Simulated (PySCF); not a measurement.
# SF−: bond curves at several levels of theory

The task here is to estimate one member of a computed series from the others.

Program: PySCF 2.14.0. Level of theory: S aug-cc-pV(D+d)Z, F aug-cc-pVDZ, no relativity. These are calculated values, not measurements.

The first run:

A driver script around PySCF takes these settings:

```json
{"atoms": "S, F", "charge": "-1", "basis": "S aug-cc-pV(D+d)Z, F aug-cc-pVDZ", "Hamiltonian": "no relativity", "basis functions": "55", "electrons treated": "26", "masses in u": "31.9721, 18.9984", "levels": "PBE0, PBE, r²SCAN, TPSSh, BP86, r²SCANh, LC-ωPBE, HF, MP2, SCS-MP2, CCSD, CCSD(T)", "grid": "80 radial by 434 angular points", "occupations": "held fixed by the projection of orbital angular momentum", "dissociation limit": "S + F−, each in its ground configuration", "starting distance in angstrom": "1.700", "values of 2S to try": "0, 2"}
```

Run with:

```bash
OMP_NUM_THREADS=1 python dia.py task.json out
```

Steps of the session up to this table: Input; The PBE0 curve of the state that the search chose; Other states along the same grid; PBE (GGA); r²SCAN (meta-GGA); TPSSh (hybrid meta-GGA); BP86 (GGA); r²SCANh; LC-ωPBE (range-separated hybrid); RHF; MP2 and coupled cluster.

One table of the session follows, with a row left open; its other results are not shown here.

Differences from CCSD(T) in the same basis:

```
      level  Re (mÅ)  ωe (%)
        RHF      -53   +10.9
    RHF-MP2      -10    +3.7
RHF-SCS-MP2       -5    +2.2
   RHF-CCSD        ?       ?
        PBE       -2    -2.0
       BP86       +1    -2.7
     r²SCAN      -19    +2.0
      TPSSh      -16    +2.1
    r²SCANh      -28    +4.4
       PBE0      -32    +5.5
    LC-ωPBE      -36    +8.3
```

Estimate the missing values for RHF-CCSD.

**Answer.** Re (mÅ): -10; ωe (%): +2.9.
